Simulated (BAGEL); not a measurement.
**doublet BCl+: levels of theory compared**

Aim: a comparison of 6 runs (ROHF/6-31G*, UHF/6-31G*, ROHF/def2-TZVPPD, NEVPT2(9,8)/6-31G*, CASPT2(9,8)/def2-TZVPPD, FCI/STO-3G) of doublet BCl+. 

Program for the calculation: BAGEL 1.2.2.

10 further runs of the same task are left out: 10 set aside as unsound or not needed.

## (1) Starting point

BCl+: 2 atoms, total charge +1, spin state doublet. As SMILES of the parent species, `[B]Cl`. The shape is that of a PBE0-D4/def2-TZVP optimisation. That shape belongs to the parent species and isn't relaxed for this state.

Bond lengths: B1–Cl2 1.718 Å.

## (2) The energy at ROHF/6-31G(d) (density fitting with cc-pvqz-jkfit, spherical functions) (run 1)

hf.json

```json
{ "bagel": [

{
  "title": "molecule",
  "basis": "6-31gs.json",
  "df_basis": "cc-pvqz-jkfit",
  "angstrom": true,
  "geometry": [
    { "atom": "B", "xyz": [       0.000000,       0.000000,      -0.069660 ] },
    { "atom": "Cl", "xyz": [       0.000000,       0.000000,       1.648190 ] }
  ]
},

{
  "title": "rohf",
  "charge": 1,
  "nopen": 1
},

{
  "title": "print",
  "file": "orbitals.molden",
  "orbitals": true
}

]}
```

The basis set 6-31G* is read from a file made from the Basis Set Exchange's data (not shown).

Launch:

```sh
$ BAGEL_NUM_THREADS=1 BAGEL hf.json > hf.out
```

The program printed:

```text
* using 1 threads per process

  ===============================================================
  ===============================================================

  *** Geometry ***

  { "atom" : "B", "xyz" : [      0.000000,      0.000000,     -0.131638 ] },
  { "atom" : "Cl", "xyz" : [      0.000000,      0.000000,      3.114628 ] },

  Number of auxiliary basis functions:      254

  Since a DF basis is specified, we compute 2- and 3-index integrals:
    o Being stored without compression. Storage requirement is 0.002 GB

  Number of basis functions:       32
  Number of electrons      :       22

    * METHOD: MOLECULE                             0.04

  *** Open-shell HF ***

  === Nuclear Repulsion ===
    26.1839292761

      * DIIS with orbital gradients will be used.

  === ROHF iteration (6-31gs.json) ===
      0       -483.69826812          0.03325870           0.01
      1       -483.75267013          0.01830974           0.01
      2       -483.76665395          0.01002984           0.01
      3       -483.77172877          0.00385933           0.01
      4       -483.77362610          0.00040688           0.01
      5       -483.77394577          0.00014029           0.01
      6       -483.77394685          0.00005686           0.01
      7       -483.77394093          0.00001611           0.01
      8       -483.77394268          0.00000474           0.01
      9       -483.77394288          0.00000186           0.01
     10       -483.77394295          0.00000013           0.01
     11       -483.77394288          0.00000003           0.01
     12       -483.77394288          0.00000001           0.01
    * SCF iteration converged.

    * S^2 (ROHF) is 0.7500

    * Permanent dipole moment:
           (    0.000000,     0.000000,     1.760708) a.u.

    * METHOD: ROHF                                 0.16

    * METHOD: PRINT                                0.00

  ===============================================================
```

Wall time 0.34 s (1 thread of Arm Neoverse V1, shared host).

## (3) A single-point energy at UHF/6-31G(d) (density fitting with cc-pvqz-jkfit, spherical functions) (run 2)

input.json

```json
{ "bagel": [

{
  "title": "molecule",
  "basis": "6-31gs.json",
  "df_basis": "cc-pvqz-jkfit",
  "angstrom": "true",
  "geometry": [
    { "atom": "B", "xyz": [       0.000000,       0.000000,      -0.069660 ] },
    { "atom": "Cl", "xyz": [       0.000000,       0.000000,       1.648190 ] }
  ]
},

{
  "title": "uhf",
  "charge": 1,
  "nopen": 1
},

{
  "title": "print",
  "file": "orbitals.molden",
  "orbitals": "true"
}

]}
```

The basis set 6-31G* is read from a file made from the Basis Set Exchange's data (not shown).

Launch:

```sh
$ BAGEL_NUM_THREADS=1 BAGEL input.json > input.out
```

The program printed:

```text
* using 1 threads per process

  ===============================================================
  ===============================================================

  *** Geometry ***

  { "atom" : "B", "xyz" : [      0.000000,      0.000000,     -0.131638 ] },
  { "atom" : "Cl", "xyz" : [      0.000000,      0.000000,      3.114628 ] },

  Number of auxiliary basis functions:      254

  Since a DF basis is specified, we compute 2- and 3-index integrals:
    o Being stored without compression. Storage requirement is 0.002 GB

  Number of basis functions:       32
  Number of electrons      :       22

    * METHOD: MOLECULE                             0.04

  *** Open-shell HF ***

  === Nuclear Repulsion ===
    26.1839292761

      * DIIS with orbital gradients will be used.

  === UHF iteration (6-31gs.json) ===
      0       -483.69826812          0.03325870           0.01
      1       -483.75734165          0.01754439           0.01
      2       -483.77005691          0.00909380           0.01
      3       -483.77365900          0.00307146           0.01
      4       -483.77525027          0.00042918           0.01
      5       -483.77534563          0.00024874           0.01
[... 10 lines of this table left out ...]
     16       -483.77542424          0.00000003           0.01
     17       -483.77542424          0.00000001           0.01
    * SCF iteration converged.

    * S^2 (UHF) is 0.7603

    * Permanent dipole moment:
           (    0.000000,     0.000000,     1.742470) a.u.

    * METHOD: UHF                                  0.21

    * METHOD: PRINT                                0.00

  ===============================================================
```

Wall time 0.38 s (1 thread of Arm Neoverse V1, shared host).

Runs 3 to 5 aren't shown in full; the table further down has their settings and results.

## (4) A single-point energy at FCI/STO-3G (density fitting with cc-pvqz-jkfit) (run 6)

job.json

```json
{ "bagel": [

{
  "title": "molecule",
  "basis": "sto-3g",
  "df_basis": "cc-pvqz-jkfit",
  "angstrom": true,
  "geometry": [
    { "atom": "B", "xyz": [       0.000000,       0.000000,      -0.069660 ] },
    { "atom": "Cl", "xyz": [       0.000000,       0.000000,       1.648190 ] }
  ]
},

{
  "title": "hf",
  "charge": 2
},

{
  "title": "fci",
  "nstate": 1,
  "charge": 1,
  "ncore": 6,
  "nspin": 1
}

]}
```

Launch:

```sh
$ BAGEL_NUM_THREADS=1 BAGEL job.json > job.out
```

The program printed:

```text
* using 1 threads per process

  ===============================================================
  ===============================================================

  *** Geometry ***

  { "atom" : "B", "xyz" : [      0.000000,      0.000000,     -0.131638 ] },
  { "atom" : "Cl", "xyz" : [      0.000000,      0.000000,      3.114628 ] },

  Number of auxiliary basis functions:      254

  Since a DF basis is specified, we compute 2- and 3-index integrals:
    o Being stored without compression. Storage requirement is 0.000 GB

[... 18 lines left out ...]
    * SCF iteration converged.
[... 1 line left out ...]
    * Permanent dipole moment:
[... 39 lines left out ...]
     * ci vector, state   0, <S^2> = 0.7500
       2222a...     0.9513570903
       2a222...     0.1110976022
       2b22a..a     0.0830443537

    * METHOD: FCI                                  0.05

  ===============================================================
```

Run time: 0.26 s. Hardware: 1 thread of Arm Neoverse V1, shared host.

## (5) Overview of the runs

```tsv
run	level	iteration cap	active rule	energy (Eh)	wall time
1	ROHF/6-31G* (density fitting with cc-pvqz-jkfit, spherical functions)	–	–	-483.773943	0.34 s
2	UHF/6-31G* (density fitting with cc-pvqz-jkfit, spherical functions)	–	–	-483.775424	0.38 s
3	ROHF/def2-TZVPPD (density fitting with cc-pvqz-jkfit)	–	–	-483.816590	0.88 s
4	NEVPT2(9,8)/6-31G* (density fitting with cc-pvqz-jkfit, spherical functions)	200	valence	-483.944775	15 s
5	CASPT2(9,8)/def2-TZVPPD (density fitting with cc-pvqz-jkfit)	200	valence	-484.057659	9.3 s
6	FCI/STO-3G (density fitting with cc-pvqz-jkfit)	–	–	-478.641066	0.26 s
```

## (6) Results

| quantity | value |
| --- | --- |
| run 6: total energy | -478.64107 Eh |

**Reading.** In run 6 the basis is minimal, so the values are rough. All runs together took 26 s, the longest 15 s.
